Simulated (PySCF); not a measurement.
Species, as SMILES: B(Cl)(Cl)Cl.
Geometry (B3LYP-D3(BJ)/def2-TZVP, fixed):
```
B
Cl 1 1.7452
Cl 1 1.7452 2 120.00
Cl 1 1.7452 2 120.00 3 -180.00
```

Basis-set convergence of the lowest singlet excitation energy at PBE0 with PySCF. Tamm-Dancoff approximation; the state is taken by its order, and sets in which it differs in degeneracy or brightness are left out, yet its character can still change. All functions are spherical. Density fitting with generated auxiliary sets. No added dispersion term, no relativity. Reference: the value in aug-pcseg-2, 5.657 eV, itself unsure by roughly 0.009 eV (its distance from aug-cc-pV(T+d)Z). Deviations are taken from unrounded values. Cost is core time over that of 6-31G**, rough, on shared machines of one kind; a dash marks a row that isn't timed (too short, read off another run, short of memory, by another algorithm or on other hardware).

```tsv
basis	functions	cost
STO-3G	32	-
3-21G	48	-
6-31G	48	-
6-31G**	68	1×
6-31+G*	84	-
6-311G**	96	2×
6-311+G**	112	2×
6-311++G(2d,2p)	132	3×
6-311++G(3df,3pd)	180	6×
```

### Question
Which is the smallest Pople set listed that can be trusted to 0.2 eV here, that is, within that of the reference together with its larger relatives (same family, alike in diffuse functions; a set with none to test it counts only in the reference's own line)?

### Answer
The smallest set listed that lies within 0.2 eV of the reference with all its larger relatives (same family, alike in diffuse functions; a set with none counts only in the reference's own line) is 3-21G (48 functions, 0.080 eV off), level with 6-31G. Value minus reference: STO-3G 0.559, 3-21G 0.080, 6-31G 0.073, 6-31G** 0.080, 6-31+G* 0.064, 6-311G** 0.074, 6-311+G** 0.076, 6-311++G(2d,2p) -0.023, 6-311++G(3df,3pd) -0.002 eV.
